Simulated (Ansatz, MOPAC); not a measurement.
Barrier height from O + ClH to the transition structure ClHO, without zero-point energy, on the benchmark's geometries as Psi4's copy of the set gives them.
Transition structure (charge 0, multiplicity 3, Z-matrix in Å and degrees):
```
O
H 1 1.2004
Cl 2 1.4706 1 136.51
```
Reactant (charge 0, multiplicity 1):
```xyz
2

Cl     0.0000     0.0000     0.0000
H      1.2744     0.0000     0.0000
```

Open shells are unrestricted; no spin–orbit coupling.

The state that PM6, PM7 reach isn't checked; PM7 holds dispersion and hydrogen-bond terms.

The values were computed with Ansatz (Gaussian orbitals); MOPAC for PM6, PM7 (differences of heats of formation). Values without a source in brackets are computed.

**Question.** One of these levels gives 6.88 kcal/mol for the barrier height. Which?
(A) PM7
(B) B3LYP/def2-TZVPPD
(C) PM6
(D) HF/aug-cc-pV(D+d)Z

**Answer.** A, PM7. The others give 4.56 (PM6), 32.44 (HF/aug-cc-pV(D+d)Z), 1.40 (B3LYP/def2-TZVPPD)

Ansatz is an electronic-structure program.
